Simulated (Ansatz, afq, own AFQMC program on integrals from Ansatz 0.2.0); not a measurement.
**AlNH⁺, triplet in cc-pVTZ, levels against CCSDT(Q)**

```xyz
3

Al    0.0000    0.0000    0.0508
N     0.0000    0.0000   -1.6818
H     0.0000    0.0000    1.6309
```

Connectivity, by distances: AlH–N.

Basis cc-pVTZ. Noble-gas cores (and the filled d shells of Ga–Kr and In–Xe) are frozen. AFQMC by an in-house program on the Cholesky factors that Ansatz 0.2.0 writes for its CCSD(T) run. The CISD trial takes its coefficients from CCSD amplitudes. Released means that phaseless walkers are propagated on without the constraint, phases kept. Uncertainties: one standard error, sampling alone.

Determinant: ROHF, the one that the program's search chose, which needn't be the lowest solution. The geometry is a PBE0/def2-TZVP stationary point of this or a neighbouring charge and spin state.

No full CI on the walks' own integrals is used here; CCSDT(Q) serves as the reference and is uncertain by about the last step of the cluster series.

Cautions: lower spins were not checked.

```
T1 diagnostic                               : 0.0208
weight of the determinant in the CISD state : 0.913
size of the correlated space                : 8 electrons in 72 orbitals
```

(1) Estimate: order these by the size of their error in total energy against CCSDT(Q), smallest first.
A. MP2
B. CCSD(T)
C. phaseless AFQMC with a CISD trial
D. CCSD

(1) C (0.31 ± 0.10 kcal/mol), B (0.74 kcal/mol), D (4.62 kcal/mol), A (20.87 kcal/mol).

Reference: CCSDT(Q), correlation energy -5.811 eV.

A walk keeps the symmetry of its determinant, which the program's search chose and which needn't be the lowest solution, so a lower state of the same spin and another symmetry isn't excluded.
